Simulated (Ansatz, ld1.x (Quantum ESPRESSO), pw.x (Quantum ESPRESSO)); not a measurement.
**Ge: one change to the ultrasoft potential, in the atom and in the diamond crystal**

- Element: germanium (Ge)
- Generator: ld1.x (Quantum ESPRESSO) 7.5
- Type: ultrasoft
- Functional: PBE
- Relativity: scalar-relativistic
- Frozen core: [Ar] 3d10
- Valence charge: 4
- Reference configuration: 4s2 4p2
- Partial waves: 4s (bound): rcut 1.55, rcutus 1.90 bohr; 4s channel at -0.4 Ry: rcut 1.55, rcutus 1.90 bohr; 4p (bound): rcut 1.65, rcutus 2.25 bohr; 4p channel at 0.1 Ry: rcut 1.65, rcutus 2.25 bohr; 4d channel at 0.25 Ry: rcut 1.80, rcutus 2.35 bohr; 4d channel at 2.85 Ry: rcut 1.80, rcutus 2.35 bohr
- Local potential: all-electron potential smoothed inside 1.60 bohr (lloc = -1)
- Core correction: Bessel-smoothed model core, default radius (core density twice the valence density)
- Augmentation charge: PSQ, radius 1.50 bohr

Change: waves 4d channel at 0.25 Ry: rcut 1.80, rcutus 2.58 bohr; 4d channel at 2.85 Ry: rcut 1.80, rcutus 2.58 bohr.

Cutoffs, loose and tight: the cutoffs (Ry, on a coarse ladder) from which the occupation-weighted sum of valence levels, in a spherical-Bessel basis at the reference potential, stays within 10 and 1 mRy of its value at 400 Ry. They do not see the model core or the augmentation charge, which bear on the density cutoff. Test errors are all-electron minus pseudo excitation energies from the reference, over the configurations 4s2 4p1; 4s2 4p0; 4s1 4p0; 4s1 4p2; 4s2 4p1.5; 4s1 4p3; 4s0 4p4; variants that change the core or the reference have their own tests.

Crystal test: diamond Ge in pw.x 7.5, no spin, 8³ k-points, Fermi–Dirac smearing 0.01 Ry, cutoffs set for each file from its atomic test. The reference is all-electron LAPW (Ansatz 0.2.0) with the same functional, mesh and smearing; V0 and B0 come from Birch–Murnaghan fits to the pressures at five volumes. Errors are pseudo minus all-electron; Δ is the rms difference of the E(V) curves that follow from these fits, minima aligned, over ±6 % about the mean V0. Mesh and smearing are coarse, so the numbers serve the comparison and aren't converged zero-temperature values; the lattice is a test structure that the element need not adopt.

All-electron: a0 = 5.765 Å (V0 = 23.95 Å³/atom), B0 = 57.6 GPa.

Question: Does the change bring the crystal closer to the all-electron result?

Answer: The mean pressure error goes from +0.28 to +0.32 GPa, so the change moves the solid further from the all-electron pressures.

```
                       quantity       base    changed
                 outcome (atom)  generated  generated
           cutoff, loose (atom)       8 Ry       8 Ry
           cutoff, tight (atom)      12 Ry      12 Ry
            bound ghosts (atom)       none       none
largest test error (meV) (atom)       -302       -302
           cutoffs in pw.x (Ry)     40/320     40/320
                         a0 (Å)      5.774      5.776
                   a0 error (%)      +0.16      +0.18
                   B0 error (%)       +0.8       +0.6
                   Δ (meV/atom)        1.4        1.7
      mean pressure error (GPa)      +0.28      +0.32
```

Changed file: The largest radius (2.58 bohr) exceeds half the bond length (2.36 bohr), so the spheres overlap, which is one possible source of error among others. The atomic cutoffs weigh occupied waves only.
